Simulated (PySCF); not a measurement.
Potential energy curve for C2H2, SMILES C#C. The C1–H4 bond (C1 also carries C; H4 carries nothing else) is varied alone, starting from the PBE0/def2-TZVP optimised geometry. Each curve is given relative to its own lowest point near equilibrium.

| R / Å | A | B | C |
|---|---|---|---|
| 0.80 | 96.3 | 100.3 | 101.3 |
| 0.85 | 57.3 | 60.2 | 61.3 |
| 0.91 | 26.8 | 28.6 | 29.6 |
| 0.95 | 13.9 | 15.1 | 16.0 |
| 0.99 | 5.7 | 6.4 | 7.1 |
| 1.02 | 2.1 | 2.5 | 2.9 |
| 1.06 | 0.0 | 0.0 | 0.2 |
| 1.10 | 0.4 | 0.1 | 0.0 |
| 1.14 | 2.9 | 2.4 | 1.9 |
| 1.17 | 5.8 | 5.1 | 4.4 |
| 1.24 | 15.2 | 14.4 | 12.9 |
| 1.32 | 29.2 | 28.2 | 25.9 |
| 1.45 | 55.5 | 54.3 | 50.8 |
| 1.60 | 87.4 | 86.0 | 81.3 |
| 1.77 | 122.0 | 121.5 | 114.5 |
| 1.94 | 153.2 | 151.9 | 144.4 |
| 2.11 | 177.6 | 175.4 | 170.5 |
| 2.33 | 196.7 | 194.7 | 197.4 |
| 2.62 | 209.5 | 205.4 | 217.0 |
| 2.91 | 215.3 | 208.7 | 226.8 |
| 3.23 | 218.3 | 209.8 | 232.2 |
| 3.72 | 219.9 | 210.2 | 235.8 |

Energies in mEh.

Q: Which curve belongs to which method? The methods are CCSD on UHF/cc-pVDZ, 2 core orbitals frozen run with PySCF; unrestricted B3LYP/cc-pVDZ (PySCF); unrestricted LDA (SVWN5)/cc-pVDZ run with PySCF.

A: A is UKS-B3LYP; B is UCCSD; C is UKS-LDA (SVWN5).

The unrestricted determinant behind UCCSD is spin-contaminated at 1.60 to 3.72 Å (<S²> up to 1.3, against 0.00 for a pure singlet). The unrestricted determinant behind UKS-B3LYP is spin-contaminated at 2.11 to 3.72 Å (<S²> up to 1.0, against 0.00 for a pure singlet). The unrestricted determinant behind UKS-LDA (SVWN5) is spin-contaminated at 2.33 to 3.72 Å (<S²> up to 1.0, against 0.00 for a pure singlet).
